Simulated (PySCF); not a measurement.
Isomers of C5H11F, mass 90.084 u with the commonest isotopes. Theory: CAM-B3LYP/def2-SVPD in PySCF (dipole) on a GFN2-xTB geometry, gas phase. One conformer each, none proved a minimum here; rigid rotors.

Question: Order these by out-of-plane moment Σ m c² = (Ia + Ib − Ic)/2, largest first.
A. `[CH3:1][CH:2]([CH3:3])[C@@H:4]([CH3:5])[F:6]` with C1–C2–C4–C5 -54°
B. `[CH3:1][CH2:2][CH2:3][CH2:4][CH2:5][F:6]` with C1–C2–C3–C4 179°, C2–C3–C4–C5 176°, C3–C4–C5–F6 -66° (1-fluoropentane)
C. 1-fluoro-2,2-dimethyl-propane (`C(C(C)(C)C)F`)

Answer: C (56.57 u·Å²), A (44.53 u·Å²), B (14.37 u·Å²).

Question: Order these by radius of gyration √(Σ m r²/M), smallest first.
A. `[CH3:1][CH2:2][CH2:3][CH2:4][CH2:5][F:6]` with C1–C2–C3–C4 179°, C2–C3–C4–C5 176°, C3–C4–C5–F6 -66°
B. `[CH3:1][CH:2]([CH3:3])[C@@H:4]([CH3:5])[F:6]` with C1–C2–C4–C5 -54°
C. 1-fluoro-2,2-dimethyl-propane (`C(C)(CF)(C)C`)

Answer: C (1.675 Å), B (1.709 Å), A (2.141 Å).

Question: Order these by rotational constant C, largest first.
A. 1-fluoro-2,2-dimethyl-propane, `CC(C)(C)CF`
B. `[CH3:1][CH2:2][CH2:3][CH2:4][CH2:5][F:6]` with C1–C2–C3–C4 179°, C2–C3–C4–C5 176°, C3–C4–C5–F6 -66° (1-fluoropentane)
C. `[CH3:1][CH:2]([CH3:3])[C@@H:4]([CH3:5])[F:6]` with C1–C2–C4–C5 -54°

Answer: A (2575 MHz), C (2312 MHz), B (1268 MHz).

| SMILES | point group | Ia (u·Å²) | Ib (u·Å²) | Ic (u·Å²) | κ | μa (D) | μb (D) | μc (D) |
| --- | --- | --- | --- | --- | --- | --- | --- | --- |
| CC(C)(C)CF | Cs | 113.55 | 195.86 | 196.28 | -0.99 | 1.63 | 0.79 | 0.01 |
| CCCCCF | C1 | 54.50 | 372.66 | 398.42 | -0.98 | 0.78 | 1.59 | 0.64 |
| CC(C)[C@@H](C)F | C1 | 113.79 | 193.83 | 218.56 | -0.72 | 1.42 | 1.26 | 0.28 |
